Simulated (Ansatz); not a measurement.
# Relaxing BaLi2Pd

All numbers below come from Ansatz 0.2.0, DFT PBE, scalar-relativistic, plane waves, PAW. Cutoff 420 eV, Γ-centred k mesh, Gaussian smearing, no spin polarisation in the final step.

The start puts BaLi2Pd on the layered alpha-NaFeO2 structure type (R-3m, No. 166), with Pd in place of Na, Ba in place of Fe, Li in place of O, at a guessed volume.

```
Ba Li Pd
1.0
     1.82978    1.05643    6.43886
    -1.82978    1.05643    6.43886
     0.00000   -2.11285    6.43886
Ba Li Pd
1 2 1
Cartesian
  0.0000 0.0000 9.6583
  0.0000 0.0000 4.2883
  0.0000 0.0000 15.0283
  0.0000 0.0000 0.0000
```

Steps on the 6×6×6 mesh (4 atoms). 12 of 15 steps are shown, and the free energy counts from the last. Trial steps that were taken back and renewals of the plane-wave basis can be among the rows.

```tsv
step	ΔF (meV/atom)	V (Å³/atom)	P (GPa)	largest force component (eV/Å)
1	1642.9	18.67	12.77	3.155
2	1223.1	19.57	8.39	2.823
4	640.0	20.73	4.76	2.119
5	432.6	21.38	3.74	1.679
6	275.4	22.12	2.87	1.211
7	160.8	22.82	2.29	0.750
9	39.9	24.79	-0.52	0.116
10	35.6	24.31	-0.05	0.047
11	35.3	24.30	-0.01	0.009
12	11.2	24.30	1.59	0.011
14	0.1	25.47	0.14	0.009
15	0.0	25.47	0.13	0.009
```

A final relaxation ran on a 12×12×12 mesh. The relaxed crystal, R-3m (No. 166):

```cif
data_structure
_symmetry_space_group_name_H-M 'R-3m:H'
_symmetry_Int_Tables_number 166
_cell_length_a 4.5354
_cell_length_b 4.5354
_cell_length_c 17.2466
_cell_angle_alpha 90.000
_cell_angle_beta 90.000
_cell_angle_gamma 120.000
_cell_volume 307.23
loop_
_atom_site_label
_atom_site_type_symbol
_atom_site_symmetry_multiplicity
_atom_site_Wyckoff_symbol
_atom_site_fract_x
_atom_site_fract_y
_atom_site_fract_z
_atom_site_occupancy
Ba1 Ba 3 b 0.66667 0.33333 0.83333 1
Li1 Li 6 c 0.33333 0.66667 0.97391 1
Pd1 Pd 3 a 0.00000 0.00000 0.00000 1
```

For BaLi2Pd, the volume per atom is 25.60 Å³ and the density is 4.18 g/cm³. The energy over the elements is -0.23 eV/atom and the gap on the 12×12×12 mesh is 0 eV (a metal).

The zero of energy is the elements' standard structures at the same level; no fitted shifts are applied.

The final run used a 12×12×12 mesh on its 4-atom cell and 0.10 eV smearing. For metals, differences of a few meV/atom aren't resolved.

Symmetry constrained the relaxation, so the result can be a saddle point.

Cost: 3 runs of about 2.1 core-minutes in all, on Arm Neoverse V2 (shared hosts).